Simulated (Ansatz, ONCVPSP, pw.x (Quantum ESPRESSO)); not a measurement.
**pw.x on fcc Nb: one setting changed**

Potential: optimised norm-conserving Vanderbilt (ONCV), ONCVPSP 4.0.1.1 (patched build), LDA (Perdew-Wang 92); core [Ar] 3d10, reference 4s2 4p6 4d4 5s0.75 5p0.25; waves: 4s+5s: rc 2.28 bohr, ncon 4, nbas 9, qcut 6.8 1/bohr, 2 projectors; 4p+5p: rc 2.44 bohr, ncon 4, nbas 9, qcut 5.5 1/bohr, 2 projectors; 4d: rc 2.28 bohr, ncon 3, nbas 8, qcut 8.9 1/bohr, local; local part: the d channel; core correction: Teter function, fcfact 4, rcfact 1.2.

The reference run (k-mesh 14³, cutoffs 50/200 Ry, Fermi–Dirac 0.01 Ry, mixing_beta 0.4, conv_thr 1e-9, no spin) gives 1.38 GPa at 17.697 Å³/atom, where all-electron LAPW gives 0.54 GPa. This run, with its own iteration cap, changes diagonalization to paro.

```
&control
  calculation='scf', prefix='x', pseudo_dir='./', outdir='./tmp', tstress=.true., disk_io='none'
/
&system
  ibrav=0, nat=1, ntyp=1, ecutwfc=50, ecutrho=200, nbnd=14,
  occupations='smearing', smearing='fd', degauss=0.01
/
&electrons
  conv_thr=1e-09, mixing_beta=0.4, electron_maxstep=60, diagonalization='paro'
/
ATOMIC_SPECIES
Nb 1.0 Nb.UPF
CELL_PARAMETERS angstrom
  0.00000000 2.06834613 2.06834613
  2.06834613 0.00000000 2.06834613
  2.06834613 2.06834613 0.00000000
ATOMIC_POSITIONS crystal
Nb 0.0000 0.0000 0.0000
K_POINTS automatic
14 14 14 0 0 0
```

```bash
pw.x < Nb.scf.in > Nb.scf.out
```

How does the run end?

It converges in 8 iterations; the free energy moves by +0.0 meV/atom and the pressure by +0.00 GPa. The result is that of the reference run.

```
Message from routine setup:
     using ibrav=0 with symmetry is DISCOURAGED, use correct ibrav instead
     lattice parameter (alat)  =       5.5276  a.u.
     unit-cell volume          =     119.4253 (a.u.)^3
     number of electrons       =        13.00
     number of Kohn-Sham states=           14
     kinetic-energy cutoff     =      50.0000  Ry
     charge density cutoff     =     200.0000  Ry
     scf convergence threshold =      1.0E-09
     Exchange-correlation= SLA  PW   NOGX NOGC
     number of k points=   104  Fermi-Dirac smearing, width (Ry)=  0.0100
     iteration #  1     ecut=    50.00 Ry     beta= 0.40
     total energy              =    -119.04340488 Ry
     estimated scf accuracy    <       0.10067745 Ry
     iteration #  2     ecut=    50.00 Ry     beta= 0.40
     total energy              =    -119.04620881 Ry
     estimated scf accuracy    <       0.01192337 Ry
     iteration #  3     ecut=    50.00 Ry     beta= 0.40
     total energy              =    -119.04745468 Ry
     estimated scf accuracy    <       0.00067104 Ry
     [... 2 iterations left out ...]
     iteration #  6     ecut=    50.00 Ry     beta= 0.40
     total energy              =    -119.04751367 Ry
     estimated scf accuracy    <       0.00000066 Ry
     iteration #  7     ecut=    50.00 Ry     beta= 0.40
     total energy              =    -119.04751368 Ry
     estimated scf accuracy    <       0.00000006 Ry
     iteration #  8     ecut=    50.00 Ry     beta= 0.40
     the Fermi energy is    18.3197 ev
!    total energy              =    -119.04751369 Ry
     estimated scf accuracy    <          2.7E-10 Ry
     smearing contrib. (-TS)   =      -0.00650321 Ry
     The total energy is F=E-TS. E is the sum of the following terms:
     one-electron contribution =     -16.67677473 Ry
     hartree contribution      =      15.37332781 Ry
     xc contribution           =     -18.61765345 Ry
     ewald contribution        =     -99.11991011 Ry
     convergence has been achieved in   8 iterations
          total   stress  (Ry/bohr**3)                   (kbar)     P=       13.72
     Message from routine punch:
     Nothing written, as per user request (disk_io='none')
```

The run took about 25 s on one core of a shared host (Neoverse-N1, 64 threads, 124 GiB, load 58).
